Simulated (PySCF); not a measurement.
## The electron affinity along the second row

All values are computed (PySCF 2.14, energy differences of UHF-based or UKS calculations, no spin-orbit coupling). Values in eV. The last column holds reference values (measured affinities from photodetachment; the arrow runs from anion to atom). Unmarked ones compare directly (S terms, centres of terms, or small fine structure); those marked * lie between the lowest fine-structure levels and include a spin-orbit shift.

```tsv
element	configurations	UHF	LDA	PBE0	r2SCAN	MP2 (valence)	SCS-MP2 (valence and next inner shell)	reference
Li (aug-cc-pCVQZ-DK, spin-free X2C)	[He] 2s2 → [He] 2s1	-0.123	0.590	0.493	0.445	0.366	0.466	0.618
B (aug-cc-pCVQZ-DK, spin-free X2C)	[He] 2s2 2p2 → [He] 2s2 2p1	-0.306	0.740	0.475	0.585	0.223	0.073	0.280
C (aug-cc-pCVQZ-DK, spin-free X2C)	[He] 2s2 2p3 → [He] 2s2 2p2	0.448	1.804	1.412	1.486	1.283	0.990	1.262
O (aug-cc-pCVQZ-DK, spin-free X2C)	[He] 2s2 2p5 → [He] 2s2 2p4	-0.580	2.054	1.381	1.502	1.487	1.466	1.461
F (aug-cc-pCVQZ-DK, spin-free X2C)	[Ne] → [He] 2s2 2p5	1.168	4.117	3.228	3.295	3.704	3.530	3.401
```

```tsv
method	elements	mean error (eV)	mean absolute error (eV)	largest error (eV)
UHF	5	-1.283	1.283	-2.233
LDA	5	0.457	0.468	0.716
PBE0	5	-0.007	0.145	0.196
r2SCAN	5	0.058	0.170	0.305
MP2 (valence)	5	0.008	0.132	0.303
SCS-MP2 (valence and next inner shell)	5	-0.100	0.153	-0.272
```

The highest occupied level of the anion is positive for Li⁻ at LDA, PBE0, r2SCAN; B⁻ at LDA, PBE0, r2SCAN; C⁻ at LDA, PBE0, r2SCAN; O⁻ at LDA, PBE0, r2SCAN; F⁻ at LDA, r2SCAN, so there the basis helps to hold the electron.

Errors include the incompleteness of the basis and the frozen core.

"Valence" correlates the outer s and p shells and, in groups 3 to 12 and the f block, the outer d or f shell, open or full, or the next shell where the ion has no valence electron left; the wider scheme adds the next inner shell.
